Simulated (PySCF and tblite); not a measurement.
Results of a calculation; reference values are marked as such.
C5H9N, numbered as in [CH3:1][CH2:2][CH2:3][CH2:4][C:5]#[N:6].

Search: ETKDG, MMFF94s, GFN2-xTB, 90 starts; geometries at GFN2-xTB. Free energies are PBE0-D3(BJ)/def2-SVP (IEF-PCM, chloroform) single points with GFN2-xTB rigid-rotor and vibrational terms (modes under about 100 cm⁻¹ blended into free rotors). Symmetry numbers and mirror images are counted. Conformers within 3 kcal/mol (GFN2-xTB free energy) were kept, 10 at most. Run with PySCF (density fitting) and tblite.

Rotational constants are equilibrium values for the commonest isotopes; dipoles come from the energy level named and are polarised by its solvent model.

Torsions listed: C1–C2–C3–C4, C2–C3–C4–C5. Of a mirror pair one member is shown.

```tsv
conformer	shape	symmetry	weight %
1	180°, -64°	C1 (pair)	40.8
2	180°, 180°	Cs	21.0
3	66°, 60°	C1 (pair)	20.9
4	-66°, -175°	C1 (pair)	14.5
5	-67°, 80°	C1 (pair)	2.9
```

Sets of constants, in random order:

| set | A (MHz) | B (MHz) | C (MHz) | abs μa (D) | abs μb (D) | abs μc (D) |
| --- | --- | --- | --- | --- | --- | --- |
| P | 6226 | 2133 | 1916 | 3.34 | 2.88 | 1.12 |
| Q | 5433 | 2618 | 1932 | 3.18 | 3.25 | 0.76 |
| R | 7716 | 1828 | 1591 | 2.98 | 3.43 | 0.50 |
| S | 12164 | 1513 | 1441 | 4.68 | 0.45 | 1.01 |
| T | 14992 | 1363 | 1290 | 4.33 | 2.03 | 0.00 |

Match each set to its conformer.

P is conformer 3, Q is conformer 5, R is conformer 1, S is conformer 4, T is conformer 2.
